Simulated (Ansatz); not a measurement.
The input, for Ansatz 0.2.0:

```yaml
crystal:
  periodic: [false, false, false]
  atoms:
    - {symbol: O, position_ang: [-1.942561, 0.011831, 0.000000]}
    - {symbol: H, position_ang: [-2.191870, 0.938406, 0.000000]}
    - {symbol: H, position_ang: [-0.489561, 0.011831, 0.000000]}
    - {symbol: Si, position_ang: [1.147439, 0.011831, 0.000000]}
    - {symbol: H, position_ang: [1.543873, -1.467683, 0.000000]}
basis:
  gaussian: {orbitals: cc-pVDZ}
magnetization: {spin_polarized: true, initial_magnetization: 1}
correlation: {method: bccd_t, electrons: outside_noble_gas}
scf: {lower_state_search: off}
```

```sh
$ ansatz run in.yaml --threads 1 --pin off --events-out ev --progress --plain --max-ram 2393MiB
```

Roughly how long does this take on 1 thread of Intel Xeon 6975P-C, shared host, and how much host memory?

1.1 s wall and 0.15 GiB.

```
these checks for a lower state are left out or cut short: stability, starts, cluster_reference, orbital_swaps, neighbouring_geometries, increment
445 factors; integrals over basis functions are off by at most 1.5e-3 eV
mean field evaluation 1: about -9936.9243 eV, gradient 3.0e1 eV
mean field evaluation 2: about -9936.9473 eV, gradient 3.0e1 eV
mean field evaluation 4: about -9941.6899 eV, gradient 3.6e0 eV
mean field evaluation 8: about -9942.5886 eV, gradient 7.5e-1 eV
mean field evaluation 16: about -9942.6172 eV, gradient 2.4e-6 eV
mean field -9942.61718827 eV, -365.3844423209 hartree, gradient 1.5e-6 eV, S^2 0.809796; 0 other end points of the search recorded, 0 dependent functions left out
6 core orbitals not correlated: weight in the atoms' cores, before any rotation towards them, 1.000 or more for the frozen orbitals, at most 0.000 for the correlated occupied ones
reference -9942.61718827 eV, -365.3844423209 hartree; 7, 6 occupied and 34, 35 virtual orbitals, 445 factors
second order -7.01508411 eV of doubles, -0.00000000 eV of singles
cycle   1  -7.75273773 eV  change   -7.4e-1 eV  update   9.2e-2
cycle   2  -8.14235422 eV  change   -3.9e-1 eV  update   4.1e-2
cycle   3  -8.21437957 eV  change   -7.2e-2 eV  update   2.9e-2
cycle   4  -8.21624168 eV  change   -1.9e-3 eV  update   1.9e-2
cycle   5  -8.21497136 eV  change    1.3e-3 eV  update   1.3e-2
cycle   6  -8.21358980 eV  change    1.4e-3 eV  update   7.7e-3
cycle   7  -8.20917711 eV  change    4.4e-3 eV  update   4.0e-3
cycle   8  -8.20743211 eV  change    1.7e-3 eV  update   1.9e-3
cycle   9  -8.20784671 eV  change   -4.1e-4 eV  update   7.8e-4
cycle  10  -8.20761113 eV  change    2.4e-4 eV  update   3.9e-4
cycle  11  -8.20757463 eV  change    3.6e-5 eV  update   2.0e-4
cycle  12  -8.20764616 eV  change   -7.2e-5 eV  update   1.1e-4
cycle  13  -8.20760569 eV  change    4.0e-5 eV  update   6.9e-5
cycle  14  -8.20762332 eV  change   -1.8e-5 eV  update   4.0e-5
cycle  15  -8.20761364 eV  change    9.7e-6 eV  update   2.2e-5
cycle  16  -8.20760907 eV  change    4.6e-6 eV  update   9.7e-6
perturbative correction -0.21692114 eV, -0.0079717048 hartree
Total energy: -9951.04171847 eV, -365.6940380955 hartree
Checks for a lower state left out: stability, starts, cluster_reference, orbital_swaps, neighbouring_geometries, increment
```
